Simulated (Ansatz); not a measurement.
C4H12Si, SMILES `CC[SiH2]CC`. The species carries charge 0 and has multiplicity 1.

```csv
atom,x (Å),y (Å),z (Å)
C1,-0.079,0.075,-2.144
C2,1.064,-0.121,-1.153
Si3,0.577,-1.095,0.379
C4,-0.851,-0.285,1.293
C5,-0.568,1.153,1.719
H6,0.244,0.624,-3.032
H7,-0.484,-0.883,-2.481
H8,-0.905,0.636,-1.698
H9,1.900,-0.642,-1.633
H10,1.463,0.849,-0.834
H11,1.753,-1.198,1.293
H12,0.186,-2.479,-0.022
H13,-1.739,-0.325,0.653
H14,-1.085,-0.903,2.167
H15,-1.409,1.585,2.268
H16,-0.377,1.797,0.857
H17,0.311,1.212,2.367
```

Question: Give the diagnostics of a CCSD(T)/def2-TZVPP run (frozen core, Ansatz). (An estimate is asked.)

Answer: The calculation gave: T1 = 0.0093, largest single amplitude 0.009, largest double 0.013, (T) share of the correlation energy 3.6 %, 8 CCSD cycles. The RHF solution is stable towards an unrestricted one. T1 lies under the customary mark of 0.02 for closed shells.
